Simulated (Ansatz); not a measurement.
Ideal-gas functions of CH2O2S, SMILES `OC(O)=S` at 600 K and 1 bar, from an Ansatz frequency run at PBE0-D4/def2-TZVP.

Molar mass 78.09 g/mol, point group Cs (symmetry number 1), electronic degeneracy 1, moments of inertia 42.332, 97.124, 139.456 u Å². Harmonic wavenumbers (cm⁻¹, unscaled): 419, 496, 510, 607, 675, 821, 1140, 1198, 1404, 1513, 3777, 3797.

Use S(trans) = R[1.5 ln M + 2.5 ln T − 1.1517]; rotational temperatures θ = 24.2544 K / I; S(rot) = R[ln(√π/σ · √(T³/θAθBθC)) + 1.5]; for each mode x = 1.438777 ν̃/T, S = R[x/(eˣ − 1) − ln(1 − e⁻ˣ)] and H = RT x/(eˣ − 1); 1 cm⁻¹ = 0.0119627 kJ/mol; R = 8.31446 J/(mol·K).

Task: By hand: the entropy, in J/(mol·K).

Result: Translation 177.7. Rotation: θ = 0.573, 0.2497, 0.1739 K, giving 112.4. Vibration, mode by mode: 8.62, 7.35, 7.14, 5.89, 5.16, 3.91, 2.14, 1.92, 1.29, 1.05, 0.01, 0.01, in all 44.5. Electronic 0.0. Sum 334.6 J/(mol·K).

Task: By hand: H − E and G − E in kJ/mol, counted from the electronic energy.

Result: Zero-point energy ½ × 16357 × 0.0119627 = 97.8; thermal vibration 16.7; translation, rotation and pV give 4 RT = 20.0. H − E = 134.5 kJ/mol, and G − E = 134.5 − 600 × 334.6/1000 = -66.3 kJ/mol.

Vibration gives 13 % of the entropy. The sum counts one conformer and one mirror image; others add a mixing term.
